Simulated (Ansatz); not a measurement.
Calculated with Ansatz (gas phase, PBE0-D4/def2-TZVP geometries, no zero-point term in ΔE). CCSD(T)/CBS adds triple-zeta CCSD(T) − MP2 to the extrapolated MP2 energy (def2 sets, frozen cores). This one scheme is used for every species. DFT in def2-TZVPP. B3LYP here is the variant with VWN-RPA as its local correlation; programs differ in this. Each species was taken in one conformer, which may not be the lowest.

`C=CCC=O` + HCl → `O=CCCl` + ethylene  (substitution at a C–C bond)

`C=CCC=O`:

```xyz
11

C    -1.360    0.947    0.812
C    -0.324    0.123    0.771
C     0.073   -0.674   -0.430
C     1.460   -0.324   -0.902
O     1.749   -0.087   -2.040
H    -1.602    1.505    1.709
H    -2.007    1.088   -0.048
H     0.302    0.011    1.654
H     0.100   -1.742   -0.166
H    -0.626   -0.546   -1.257
H     2.235   -0.301   -0.103
```

HCl:

```xyz
2

Cl   -0.278    0.087    0.569
H     0.278   -0.087   -0.569
```

`O=CCCl`:

Z-matrix (Å, degrees):
```
C
C 1 1.509
Cl 1 1.772 2 111.0
H 1 1.093 2 108.9 3 118.6
H 1 1.089 2 110.2 3 -121.6
O 2 1.196 1 122.3 3 151.3
H 2 1.109 1 115.3 3 -29.6
```

`C=C`:

Cartesian coordinates in Å:
```
C -0.039 -0.111 -0.651
C 0.039 0.111 0.651
H -0.057 -1.117 -1.057
H -0.087 0.703 -1.366
H 0.057 1.117 1.057
H 0.087 -0.703 1.366
```

```json
{"level": "PBE", "ΔE (kJ/mol)": "36.3"}
{"level": "B3LYP", "ΔE (kJ/mol)": "33.9"}
{"level": "SCS-MP2/def2-TZVPP", "ΔE (kJ/mol)": "40.0"}
{"level": "HF/def2-QZVPP", "ΔE (kJ/mol)": "34.2"}
```

Problem. What does CCSD(T)/CBS give? (Estimate.)

Solution. Ansatz gave: +39.4 kJ/mol. The listed levels differ from it by -3.1, -5.5, 0.6, -5.2 kJ/mol.

Largest T1 diagnostic among the species: 0.013.

In def2-TZVPP, CCSD(T) changes the Hartree–Fock value by +7.5 kJ/mol (the triples alone add −0.2 kJ/mol) and MP2 by +9.7 kJ/mol. The D4 term adds +3.0 kJ/mol with B3LYP and +1.9 kJ/mol with PBE0; it sums over pairs of atoms, weighted by their polarisabilities, and B3LYP, whose exchange is more repulsive, gets the larger term.
